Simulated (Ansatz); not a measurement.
**C2H2O2S: up Jacob's ladder to CCSD(T)**

How much do the methods differ for C2H2O2S? The plan is to run it at one geometry with functionals of several rungs and with coupled cluster, and see how far each lands from CCSD(T) at the basis-set limit for the atomisation energy.

The runs use Ansatz 0.2.0, Gaussian basis; functionals in def2-TZVPP, the program's frozen cores in correlated methods.

The runs, in order: LDA (SPW92), PBE-D4, revPBE-D4, BLYP-D4, r2SCAN-D4, B97M-V, PBE0-D4, B3LYP-D4, r2SCANh-D4, r2SCAN0-D4, HSE06-D4, BHLYP-D4, CAM-B3LYP-D4, LC-ωPBE, ωB97X-V, ωB97M-V, B2PLYP, PBE-QIDH; CCSD(T)/def2-SVP; CCSD(T)/def2-TZVPP; MP2/def2-QZVPP; extrapolation to the limit; RPA on PBE.

## 1. The geometry

All runs share one geometry, relaxed beforehand with PBE0-D4 in a triple-zeta def2 set.

SMILES `S=C1OCO1`, 7 atoms, charge 0, spin multiplicity 1.

Atoms are counted from 1 here; the program's logs count them from 0.

Bond lengths: S1–C2 1.594 Å, C2–O3 1.359 Å, C2–O5 1.359 Å, O3–C4 1.424 Å, C4–O5 1.424 Å, C4–H6 1.091 Å, C4–H7 1.091 Å. Angles: S1–C2–O3 132.2°, S1–C2–O5 132.2°, O3–C2–O5 95.7°, C2–O3–C4 87.1°, O3–C4–O5 90.1°, O3–C4–H6 112.8°, O3–C4–H7 112.8°, O5–C4–H6 112.8°, O5–C4–H7 112.8°, H6–C4–H7 113.5°, C2–O5–C4 87.1°.

## 2. LDA

This LDA is Slater exchange with PW92 correlation.

Contents of in.yaml:

```yaml
crystal:
  periodic: [false, false, false]
  atoms:
    - {symbol: S, position_ang: [-1.141736, -2.363250, -0.009016]}
    - {symbol: C, position_ang: [-0.441891, -0.931585, -0.007506]}
    - {symbol: O, position_ang: [-0.829748, 0.273740, -0.500886]}
    - {symbol: C, position_ang: [0.400581, 0.791852, -0.005678]}
    - {symbol: O, position_ang: [0.747074, -0.498112, 0.487594]}
    - {symbol: H, position_ang: [1.065850, 1.133776, -0.799926]}
    - {symbol: H, position_ang: [0.261071, 1.525479, 0.789717]}
basis:
  gaussian: {orbitals: def2-TZVPP}
hamiltonian: {xc: lda}
output: {orbitals: {seedname: orbitals}}
```

Run with:

```bash
$ ansatz run in.yaml --threads 2 --pin off --events-out ev --progress --plain --max-ram 4352MiB
```

The runs that follow: PBE-D4 (GGA); revPBE-D4 (GGA); BLYP-D4 (GGA); r2SCAN-D4 (meta-GGA); B97M-V (meta-GGA); PBE0-D4 (hybrid); B3LYP-D4 (hybrid); r2SCANh-D4 (hybrid); r2SCAN0-D4 (hybrid); HSE06-D4 (hybrid); BHLYP-D4 (hybrid); CAM-B3LYP-D4 (range-separated); LC-ωPBE (range-separated); ωB97X-V (range-separated); ωB97M-V (range-separated); B2PLYP (double hybrid); PBE-QIDH (double hybrid); CCSD(T) in def2-SVP; CCSD(T) in def2-TZVPP; MP2 in def2-QZVPP; RPA on PBE orbitals.

Q: Predict the results of all the runs planned. Wanted: atomisation energy, CCSD(T)/CBS; farthest beyond LDA; mean size of error, GGA; mean size of error, meta-GGA; mean size of error, hybrid; mean size of error, range-separated; mean size of error, double hybrid; gap, smallest and largest; T1 diagnostic.

The runs gave:

| quantity | value |
| --- | --- |
| atomisation energy, CCSD(T)/CBS | 29.864 eV |
| functionals within 0.149 eV (0.5 %) | B3LYP-D4, r2SCANh-D4, CAM-B3LYP-D4, PBE-QIDH |
| farthest beyond LDA | BHLYP-D4 (-1.880 eV) |
| mean size of error, GGA | 1.009 eV |
| mean size of error, meta-GGA | 0.410 eV |
| mean size of error, hybrid | 0.605 eV |
| mean size of error, range-separated | 0.208 eV |
| mean size of error, double hybrid | 0.153 eV |
| gap, smallest and largest | 3.99 eV (BLYP-D4), 11.13 eV (LC-ωPBE) |
| T1 diagnostic | 0.0168 |
| triples share of the correlation energy | 4.6 % |

**Reading.** The LDA atomisation energy is off by 6.744 eV (23 %): it overbinds. PBE-D4 is off by +1.869 eV. Double hybrids carry the basis error of their MP2 part in triple zeta, and no dispersion term here, so their miss is partly the set-up's. Taken by rung, double hybrid functionals do best (0.153 eV on average) and GGA ones worst beyond LDA (1.009 eV). The gap between the best rungs is small, so their order is not settled. The reference freezes the cores and leaves out relativity and excitations past (T), so misses under about 0.149 eV can't be ranked. Hartree-Fock recovers 64 % of the binding; the rest is correlation. CCSD(T) in def2-SVP is off by -1.865 eV, which most functionals beat. Orbital gaps span 4.0 to 11.1 eV; exact exchange widens them.
